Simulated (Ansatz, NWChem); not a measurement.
How basis sets differ on P2H4 (diphosphine)

The runs start from one conformer, not always the lowest.

P2H4, singlet, SMILES `PP`. Each level relaxes the structure for itself.

Quantity: the zero-point energy at each level's own minimum, in kJ/mol. The values are calculated.

```tsv
level	kind	program	value (kJ/mol)
HF/STO-3G	Hartree–Fock	Ansatz	120.1
HF/3-21G	Hartree–Fock	Ansatz	95.0
HF/6-31G* (spherical functions)	Hartree–Fock	NWChem	100.5
HF/6-31G* (Cartesian functions)	Hartree–Fock	Ansatz	100.7
HF/cc-pVTZ	Hartree–Fock	Ansatz	97.5
```

Harmonic and unscaled. The values span 95.0 to 120.1 kJ/mol. Without the sets that lack polarisation functions the rows with a basis span only 97.5 to 100.7 kJ/mol.
